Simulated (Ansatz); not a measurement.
A calculation with Ansatz (development build ahead of 0.2.0).

```yaml
crystal:
  periodic: [false, false, false]
  atoms:
    - { symbol: C, position_ang: [0.99574, -0.56522, -0.00308] }
    - { symbol: C, position_ang: [0.00114, 0.59727, -0.00501] }
    - { symbol: O, position_ang: [-1.25228, 0.00181, -0.00619] }
    - { symbol: H, position_ang: [0.14718, 1.20827, 0.90586] }
    - { symbol: H, position_ang: [0.14059, 1.20348, -0.90414] }
    - { symbol: H, position_ang: [2.02197, -0.16928, -0.00815] }
    - { symbol: H, position_ang: [0.86433, -1.19271, 0.88172] }
    - { symbol: H, position_ang: [0.8793, -1.18707, -0.88717] }
basis:
  gaussian: { orbitals: cc-pVTZ }
magnetization:
  initial_magnetization: 1
hamiltonian:
  xc: hf
correlation:
  method: mp2
  frozen_orbitals: { C: 1, H: 0, O: 1 }
output:
  forces: true
```

The input is written out in the form of the current development build from the run's settings. Correlation on restricted open-shell orbitals is semicanonical, with singles.

Output:

| Property | Result |
| --- | --- |
| Converged | yes |
| Reference energy | -153.51229 hartree |
| Correlation energy | -0.54743 hartree |
| Total energy | -154.05972 hartree |
| Spin squared of the determinant | 0.750 |
| Stability test | minimum among restricted orbitals |

Forces (eV/Å):
| atom | Fx | Fy | Fz |
| --- | --- | --- | --- |
| C1 | 0.532 | -0.062 | 0.084 |
| C2 | -0.262 | -0.006 | 0.313 |
| O3 | 0.190 | 0.127 | 0.018 |
| H4 | -0.028 | -0.212 | -0.405 |
| H5 | 0.061 | 0.012 | 0.075 |
| H6 | -0.391 | -0.089 | 0.066 |
| H7 | 0.003 | 0.177 | -0.145 |
| H8 | -0.104 | 0.052 | -0.005 |
